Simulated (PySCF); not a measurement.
## SiH at PBE

Computed with PBE; PySCF, no relativity, basis sets Si def2-TZVPP, H def2-TZVPP.

| Item | Value |
| --- | --- |
| state | ²Π (doublet), unpaired electrons π ↑ |
| bond length | 154.5 pm |
| harmonic wavenumber | 1952 cm⁻¹ |
| force constant | 2.18 mdyn/Å |
| rotational constant Be | 7.260 cm⁻¹ |
| anharmonicity ωexe | 32.5 cm⁻¹ |
| vibration–rotation constant αe | 0.207 cm⁻¹ |
| well depth De to Si + H | 3.12 eV |
| dissociation energy D0 | 3.00 eV |
| bond order (Mayer) | 0.95 |
| dipole moment (positive dipole means Si(−)H(+)) | 0.08 D |

The state is the lowest determinant that a PBE0 search found; another state may lie lower at other levels.
